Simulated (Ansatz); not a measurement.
Input file:

```yaml
crystal:
  periodic: [false, false, false]
  atoms:
    - {symbol: Al, position_ang: [0.000000, 0.000000, 0.000000]}
    - {symbol: P, position_ang: [0.000000, 0.000000, 2.208000]}
basis:
  gaussian: {orbitals: "6-31G*"}
magnetization: {spin_polarized: false, initial_magnetization: 2}
hamiltonian: {xc: {name: r2SCAN}}
correlation: {method: bccd, electrons: valence}
```

```sh
$ ansatz run in.yaml --threads 1 --pin off --events-out ev --progress --plain --max-ram 2393MiB
```

Log:

```
330 factors; integrals over basis functions are off by at most 1.2e-3 eV
mean field evaluation 1: about -15878.7322 eV, gradient 1.8e1 eV
mean field evaluation 2: about -15878.7302 eV, gradient 1.8e1 eV
mean field evaluation 4: about -15880.5157 eV, gradient 6.6e0 eV
mean field evaluation 8: about -15880.8266 eV, gradient 1.5e0 eV
mean field evaluation 16: about -15880.8573 eV, gradient 3.8e-4 eV
mean field evaluation 32: about -15880.4440 eV, gradient 9.1e-1 eV
mean field evaluation 64: about -15879.8608 eV, gradient 8.4e0 eV
mean field evaluation 96: about -15871.3515 eV, gradient 1.1e1 eV
mean field -15880.85732462 eV, -583.6107422481 hartree, gradient 4.2e-6 eV, S^2 2.000000; 10 other end points of the search recorded, 0 dependent functions left out
mean field evaluation 128: about -15852.4618 eV, gradient 5.1e-1 eV
mean field evaluation 160: about -15852.7208 eV, gradient 4.8e-1 eV
mean field evaluation 192: about -15852.6910 eV, gradient 2.4e-4 eV
10 core orbitals not correlated: weight in the atoms' cores, before any rotation towards them, 1.000 or more for the frozen orbitals, at most 0.000 for the correlated occupied ones
reference -15851.96806942 eV, -582.5490817011 hartree; 5, 3 occupied and 23, 25 virtual orbitals, 330 factors
second order -3.77627152 eV of doubles, -0.21123668 eV of singles
cycle   1  -4.18356466 eV  change   -2.0e-1 eV  update   9.9e-2
cycle   2  -4.34090592 eV  change   -1.6e-1 eV  update   4.0e-2
cycle   3  -4.41570877 eV  change   -7.5e-2 eV  update   2.2e-2
cycle   4  -4.42476661 eV  change   -9.1e-3 eV  update   9.4e-3
cycle   5  -4.42814656 eV  change   -3.4e-3 eV  update   5.9e-3
cycle   6  -4.42883653 eV  change   -6.9e-4 eV  update   2.9e-3
cycle   7  -4.42980022 eV  change   -9.6e-4 eV  update   1.4e-3
cycle   8  -4.42981733 eV  change   -1.7e-5 eV  update   6.4e-4
cycle   9  -4.42983526 eV  change   -1.8e-5 eV  update   3.3e-4
cycle  10  -4.42987438 eV  change   -3.9e-5 eV  update   1.5e-4
cycle  11  -4.42988735 eV  change   -1.3e-5 eV  update   7.8e-5
cycle  12  -4.42986744 eV  change    2.0e-5 eV  update   3.8e-5
cycle  13  -4.42984428 eV  change    2.3e-5 eV  update   1.8e-5
cycle  14  -4.42983384 eV  change    1.0e-5 eV  update   8.7e-6
cycle  15  -4.42983880 eV  change   -5.0e-6 eV  update   4.5e-6
Total energy: -15856.39790822 eV, -582.7118752745 hartree
```

Ran on 1 thread of Arm Neoverse V1, shared host: 12 s wall, 0.11 GiB peak host memory.
